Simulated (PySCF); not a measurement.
Isomers of C3H3NO2, one GFN2-xTB conformer each. Single-point energies are computed at PBE0/pcSseg-1 (PySCF, gas phase, no added dispersion term), electronic only.

Question: Rank them by PBE0/pcSseg-1 energy, lowest first (kJ/mol).
A. `[N:1]#[C:2][CH2:3][C:4](=[O:5])[OH:6]` with C2–C3–C4–O5 99°, C3–C4–O6–H 178°
B. `[O:1]=[CH:2][O:3][C@@H:4]1[CH:5]=[N:6]1` with O1–C2–O3–C4 -3°, C2–O3–C4–C5 -5°

Answer: A (0.0), B (205.3).

As drawn, the lower has a C≡N group and an O–H bond, which the higher lacks; the higher has a three-membered ring and a C=N bond, which the lower lacks. GFN2-xTB itself gives, in the same order: 0.0, 144.4. Both levels put the same isomer lowest.

Question: Which frontier levels, dipoles and rotational constants go with these structures?

Answer: 
```csv
SMILES,"HOMO (eV, PBE0/pcSseg-1)",LUMO (eV),dipole (D),"A, B, C (MHz)"
N#CCC(=O)O,-8.80,-0.68,3.64,"7623, 2428, 2210"
O=CO[C@@H]1C=N1,-7.88,-0.51,2.15,"7785, 3965, 2970"
```
